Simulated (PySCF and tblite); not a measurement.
The numbers below are computed, except where a source is named.
C6H10, numbered as in [CH2:1]1[CH2:2][C@H:3]2[CH2:4][C@H:5]2[CH2:6]1.

Level: PBE0-D3(BJ)/def2-TZVP (IEF-PCM, chloroform)//PBE0-D3(BJ)/def2-SVP, thermal terms from GFN2-xTB, symmetry numbers and mirror pairs counted. Conformers within 3 kcal/mol (GFN2-xTB free energy) were kept, 8 at most. Codes: tblite and PySCF.

Rotational constants are equilibrium values for the commonest isotopes; dipoles come from the energy level named and are polarised by its solvent model.

The 5-ring runs over atoms 1–2–3–5–6.

```json
{"conformer": "1", "shape": "5-ring envelope (ring torsions 19, 0, -19, 30, -30°)", "symmetry": "Cs"}
{"conformer": "2", "shape": "5-ring envelope (ring torsions -18, 0, 18, -29, 28°)", "symmetry": "Cs"}
```

Q: Give the rotational constants and dipole components.

A: 
```json
{"conformer": "1", "A (MHz)": "5588", "B (MHz)": "4257", "C (MHz)": "3143", "abs μa (D)": "0.14", "abs μb (D)": "0.00", "abs μc (D)": "0.19", "κ": "-0.09", "Ic−Ia−Ib (u Å²)": "-48.3"}
{"conformer": "2", "A (MHz)": "5941", "B (MHz)": "4066", "C (MHz)": "2923", "abs μa (D)": "0.12", "abs μb (D)": "0.00", "abs μc (D)": "0.23", "κ": "-0.24", "Ic−Ia−Ib (u Å²)": "-36.4"}
```
